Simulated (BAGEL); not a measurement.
# C2H3F (SMILES C[C]F): a first try and a second

Wanted: the energy of C2H3F, CASCI(8 orbitals)/def2-SV(P) (density fitting with svp-jkfit, 4 roots).

Program for the calculation: BAGEL 1.2.2.

3 further runs of the same task are left out: 3 set aside as unsound or not needed.

## 1. The system as given

The species is C2H3F (6 atoms), meant as a triplet with charge 0. SMILES: `C[C]F`. The coordinates come from a GFN2-xTB relaxation.

Bond lengths: C1–C2 1.456 Å, C2–F3 1.336 Å, C1–H4 1.088 Å, C1–H5 1.099 Å, C1–H6 1.099 Å. Angles: C1–C2–F3 124.9°, C2–C1–H4 109.2°, C2–C1–H5 111.5°, C2–C1–H6 111.4°, H4–C1–H5 108.2°, H4–C1–H6 108.3°, H5–C1–H6 108.3°.

## 2. First attempt

Contents of input.json:

```json
{ "bagel" : [

{
  "title" : "molecule",
  "basis" : "def2-sv_p_.json",
  "df_basis" : "svp",
  "geometry" : [
    { "atom" : "C", "xyz" : [    -0.62279704,     0.44427461,    -0.39648344 ] },
    { "atom" : "C", "xyz" : [     0.52761153,    -1.69096473,     0.90172061 ] },
    { "atom" : "F", "xyz" : [     2.91518601,    -1.76836791,     1.71925393 ] },
    { "atom" : "H", "xyz" : [    -2.59032319,     0.00729434,    -0.80228323 ] },
    { "atom" : "H", "xyz" : [     0.33546418,     0.84809019,    -2.19412321 ] },
    { "atom" : "H", "xyz" : [    -0.56514149,     2.15967350,     0.77193422 ] }
  ]
},

{ "title" : "hf" },

{ "title" : "fci", "nstate" : 4, "ncore" : 10, "nspin" : 2, "norb" : 8 }

]}
```

The basis set def2-SV(P) is read from a file made from the Basis Set Exchange's data (not shown).

The run is started by

```bash
$ BAGEL_NUM_THREADS=1 BAGEL input.json > input.out
```

Output:

```text
* using 1 threads per process

  ===============================================================
  ===============================================================

  *** Geometry ***

  { "atom" : "C", "xyz" : [     -0.622797,      0.444275,     -0.396483 ] },
  { "atom" : "C", "xyz" : [      0.527612,     -1.690965,      0.901721 ] },
  { "atom" : "F", "xyz" : [      2.915186,     -1.768368,      1.719254 ] },
  { "atom" : "H", "xyz" : [     -2.590323,      0.007294,     -0.802283 ] },
  { "atom" : "H", "xyz" : [      0.335464,      0.848090,     -2.194123 ] },
  { "atom" : "H", "xyz" : [     -0.565141,      2.159673,      0.771934 ] },

  Number of auxiliary basis functions:       57

  Since a DF basis is specified, we compute 2- and 3-index integrals:
    o Being stored without compression. Storage requirement is 0.001 GB

[... 18 lines left out ...]
    * SCF iteration converged.
[... 1 line left out ...]
    * Permanent dipole moment:
[... 30 lines left out ...]
  === FCI iteration ===

      0  0      -177.24841246     3.99e-03      0.00
      0  1      -176.97729557     3.90e-03      0.00
      0  2      -176.95283251     4.03e-03      0.00
[... 85 lines of this table left out ...]
     17  3 *    -176.91595175     6.44e-11      0.00

     * ci vector, state   0, <S^2> = 2.0000
       2aa.....    -0.9854821603
       2a...a..     0.1471134028
       a2a.....    -0.0576589074

     * ci vector, state   1, <S^2> = 2.0000
       2a.a....     0.6921414356
       2a..a...    -0.5226553892
       2a....a.    -0.4705641465
       2a.....a    -0.0938467182

     * ci vector, state   2, <S^2> = 2.0000
       2a.a....     0.7062164362
       2a..a...     0.5434366668
       2a....a.     0.4312422084
       2a.....a     0.0832271061

     * ci vector, state   3, <S^2> = 2.0000
       2a...a..     0.7750703738
       a2a.....    -0.5964121020
       2aa.....     0.1482895687
       aba....a     0.0575045540

    * METHOD: FCI                                  0.03

  ===============================================================
```

Wall time 0.24 s (1 thread of Arm Neoverse V2, shared host).

## 3. What went wrong

The program ended normally, but the settings are unsound, so its numbers aren't properties of the molecule.

The fault: the fitting set doesn't suit the orbital basis or method. To mend it: integral approximation svp-jkfit in place of svp.

## 4. Try two

Contents of input.json:

```json
{ "bagel" : [

{
  "title" : "molecule",
  "basis" : "def2-sv_p_.json",
  "df_basis" : "svp-jkfit",
  "geometry" : [
    { "atom" : "C", "xyz" : [ -0.62279704,  0.44427461, -0.39648344 ] },
    { "atom" : "C", "xyz" : [  0.52761153, -1.69096473,  0.90172061 ] },
    { "atom" : "F", "xyz" : [  2.91518601, -1.76836791,  1.71925393 ] },
    { "atom" : "H", "xyz" : [ -2.59032319,  0.00729434, -0.80228323 ] },
    { "atom" : "H", "xyz" : [  0.33546418,  0.84809019, -2.19412321 ] },
    { "atom" : "H", "xyz" : [ -0.56514149,  2.15967350,  0.77193422 ] }
  ]
},
{
  "title" : "hf"
},
{
  "title" : "fci",
  "nstate" : 4,
  "ncore" : 10,
  "nspin" : 2,
  "norb" : 8
}

]}
```

The basis set def2-SV(P) is read from a file made from the Basis Set Exchange's data (not shown).

The run is started by

```bash
$ BAGEL_NUM_THREADS=1 BAGEL input.json > input.out
```

Output:

```text
* using 1 threads per process

  ===============================================================
  ===============================================================

  *** Geometry ***

  { "atom" : "C", "xyz" : [     -0.622797,      0.444275,     -0.396483 ] },
  { "atom" : "C", "xyz" : [      0.527612,     -1.690965,      0.901721 ] },
  { "atom" : "F", "xyz" : [      2.915186,     -1.768368,      1.719254 ] },
  { "atom" : "H", "xyz" : [     -2.590323,      0.007294,     -0.802283 ] },
  { "atom" : "H", "xyz" : [      0.335464,      0.848090,     -2.194123 ] },
  { "atom" : "H", "xyz" : [     -0.565141,      2.159673,      0.771934 ] },

  Number of auxiliary basis functions:      281

  Since a DF basis is specified, we compute 2- and 3-index integrals:
    o Being stored without compression. Storage requirement is 0.005 GB

[... 18 lines left out ...]
    * SCF iteration converged.
[... 1 line left out ...]
    * Permanent dipole moment:
[... 30 lines left out ...]
  === FCI iteration ===

      0  0      -176.61265558     4.10e-03      0.00
      0  1      -176.32725946     3.69e-03      0.00
      0  2      -176.29873678     4.15e-03      0.00
[... 90 lines of this table left out ...]
     18  3 *    -176.26494786     2.83e-11      0.00

     * ci vector, state   0, <S^2> = 2.0000
       2aa.....    -0.9854034209
       2a...a..    -0.1439210889
       a2a.....    -0.0660150263

     * ci vector, state   1, <S^2> = 2.0000
       2a.a....    -0.6257370383
       2a....a.    -0.5972676154
       2a..a...     0.4750506226
       2a.....a     0.1007836219
       a2....a.    -0.0581553688

     * ci vector, state   2, <S^2> = 2.0000
       2a.a....     0.7650107765
       2a....a.    -0.4979791398
       2a..a...     0.3834330283
       a2.a....    -0.0651201102
       2a.....a     0.0569728312

     * ci vector, state   3, <S^2> = 2.0000
       2a...a..    -0.6981248562
       a2a.....    -0.6807383404
       2aa.....     0.1451715641
       aba....a    -0.0703654538
       aaa....b     0.0526131240

    * METHOD: FCI                                  0.04

  ===============================================================
```

Run time: 0.44 s. Hardware: 1 thread of Arm Neoverse V2, shared host.

The roots found:

```
excited state  energy (eV)
            1        7.839
            2        8.624
            3        9.816
```

## 5. Outcome

Level: CASCI(8 orbitals)/def2-SV(P) (density fitting with svp-jkfit, 4 roots).

| quantity | value |
| --- | --- |
| energy of the lowest of 4 roots | -176.62569 Eh |
| lowest excitation energy | 7.84 eV |

**Reading.** The first attempt's energy was -17.286 eV off this one. The basis has no diffuse functions, so Rydberg states are missing or pushed up, and the true lowest state may lie lower.
